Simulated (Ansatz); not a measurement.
Geometry optimisation, RKS PBE/6-31G* (Ansatz).

Input file:

```yaml
crystal:
  periodic: [false, false, false]
  atoms:
    - { symbol: Si, position_ang: [0.272716, -0.132883, 0.037247] }
    - { symbol: O, position_ang: [0.481515, -0.047765, 1.695619] }
    - { symbol: H, position_ang: [-0.338041, 0.072239, 2.219524] }
    - { symbol: H, position_ang: [1.714072, -0.269588, -0.163368] }
    - { symbol: H, position_ang: [-0.366436, 1.087812, -0.568033] }
    - { symbol: "N", position_ang: [-0.675373, -1.427252, -0.602025] }
    - { symbol: H, position_ang: [-0.445074, -2.414585, -0.500313] }
    - { symbol: H, position_ang: [-1.60648, -1.278879, -0.98525] }
basis:
  gaussian: { orbitals: "6-31G*" }
hamiltonian:
  xc: pbe
relax:
  f_tol: 0.03
  max_steps: 50
output:
  orbitals: {}
```

Run as:

```bash
$ ansatz run input.yaml --threads 1 --pin off --max-ram 2048MiB --backend cpu --events-out ev --progress --plain --runs-dir out
```

Problem. Where does it end, and by what steps?

Solution. The forces met the threshold. The force dipped under the threshold on the way, but the program's further checks kept it going. After 9 steps the energy has fallen by 0.113 eV; H8 moved furthest, 0.18 Å.

| step | energy less start (eV) | largest force component (eV/Å) | accepted |
| --- | --- | --- | --- |
| 0 | 0.0000 | 0.799 | yes |
| 1 | -0.0988 | 0.159 | yes |
| 2 | -0.1042 | 0.083 | yes |
| 3 | -0.1067 | 0.096 | yes |
| 4 | -0.1092 | 0.257 | yes |
| 5 | -0.1102 | 0.307 | yes |
| 6 | -0.1126 | 0.066 | yes |
| 7 | -0.1132 | 0.015 | yes |
| 8 | -0.1129 | 0.056 | no |
| 9 | -0.1131 | 0.024 | yes |

```xyz
8
Properties=species:S:1:pos:R:3
Si 0.303 -0.150 0.061
O 0.392 -0.083 1.743
H -0.450 0.153 2.176
H 1.732 -0.334 -0.326
H -0.307 1.112 -0.483
N -0.625 -1.412 -0.686
H -0.377 -2.391 -0.541
H -1.631 -1.306 -0.810
```

Whether the end is a true minimum wasn't checked by a vibrational analysis.

Time of the run: 12 s on 1 thread of Intel(R) Xeon(R) Platinum 8488C (Sapphire Rapids), on a shared host, peak memory 0.15 GiB.
